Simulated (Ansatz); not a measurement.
# SiH₃+ (triplet): wave-function methods side by side, def2-QZVPP

An exercise on one series of results from a longer session: the logs are not shown, and one member is left open.

Program: Ansatz 0.2.0, Gaussian basis. Level of theory: def2-QZVPP, core rule «outside noble gas», up to 5 orbitals frozen. These are calculated values, not measurements.

Plan: UHF; ROHF; CCSD(T) on UHF.

2 further runs of the same task are left out: 2 set aside as unsound or not needed.

### The geometry

The geometry is a PBE0/def2-TZVP stationary point (not a proven minimum) of the parent state, kept for this charge and spin.

4 atoms, charge 1, spin multiplicity 3.

Atoms are counted from 1 here; the program's logs count them from 0.

Bond lengths: Si1–H2 1.472 Å, Si1–H3 1.472 Å, Si1–H4 1.472 Å. Angles: H2–Si1–H3 120.0°, H2–Si1–H4 120.0°, H3–Si1–H4 120.0°.

The first run:

in.yaml reads:

```yaml
crystal:
  periodic: [false, false, false]
  atoms:
    - {symbol: Si, position_ang: [0.000000, 0.000000, 0.000000]}
    - {symbol: H, position_ang: [1.471943, 0.014227, -0.000096]}
    - {symbol: H, position_ang: [-0.748293, 1.267623, -0.002905]}
    - {symbol: H, position_ang: [-0.723650, -1.281850, 0.003001]}
basis:
  gaussian: {orbitals: "def2-QZVPP.json"}
total_charge: 1
magnetization: {spin_polarized: true, initial_magnetization: 2}
hamiltonian: {xc: hf}
output: {orbitals: {seedname: orbitals}}
```

On the command line:

```console
$ ansatz run in.yaml --threads 1 --pin off --events-out ev --progress --plain --max-ram 4096MiB --backend cpu
```

Steps of the session up to this table: UHF; ROHF; CCSD(T) on UHF.

One of the session's tables, all rows but one given; the rest of the session is left out.

```
  method  from UCCSD(T) (meV)
    ROHF              +3663.0
     UHF              +3588.9
    UMP2               +845.5
   UCCSD                    ?
UCCSD(T)                    0
```

Q: Estimate the row for UCCSD from the others.

**Answer.** from UCCSD(T) (meV): +126.0. In the column «from UCCSD(T) (meV)» it lies between UCCSD(T) (0) and UMP2 (+845.5).

Caveats from the session: Warnings: coupled cluster took another determinant than the lowest.
